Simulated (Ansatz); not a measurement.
We consider bcc K, described by PBE-D3(BJ) in Ansatz (plane waves, PAW).

Run with plane-wave cutoff 520 eV, 16×16×16 k mesh, Fermi–Dirac smearing 0.05 eV, scalar-relativistic PAW data made under PBE.

Energies at three volumes about the minimum:

| V (Å³/atom) | E − E_lowest (meV/atom) |
|---|---|
| 67.469 | 0.35 |
| 68.846 | 0.00 |
| 70.223 | 0.37 |

**Question.** Fit a parabola by hand: where is the minimum, what lattice constant follows, and what is the bulk modulus?

**Answer.** Slopes: (0.00 − 0.35)/(68.846 − 67.469) = -0.254 and (0.37 − 0.00)/(70.223 − 68.846) = 0.269 meV/Å³. Curvature E″ = 2 × (0.269 − (-0.254))/(70.223 − 67.469) = 0.380 meV/Å⁶. From the middle of the first interval, the slope vanishes at V0 = 68.1575 − (-0.254)/0.380 = 68.826 Å³/atom. B = V0 E″ = 68.826 × 0.380 meV/Å³ × 0.1602 GPa per meV/Å³ = 4.19 GPa. With 2 atoms in the cube, a = (2 × 68.826)^(1/3) = 5.163 Å. The full Birch–Murnaghan fit to all volumes gives V0 = 68.807 Å³/atom and B0 = 4.2 GPa.

Measured, for comparison: bulk modulus 3.8 GPa (corrected for temperature and zero-point phonon effects; as tabulated in Levämäki et al. (2014), arXiv:1402.3671); lattice constant a 5.212 Å (low-temperature or extrapolated to 0 K; zero-point anharmonic expansion removed; as tabulated in Csonka et al. (2009), arXiv:0903.4037). Computed less measured: bulk modulus +11 %.

Ansatz is a program for electronic structure.
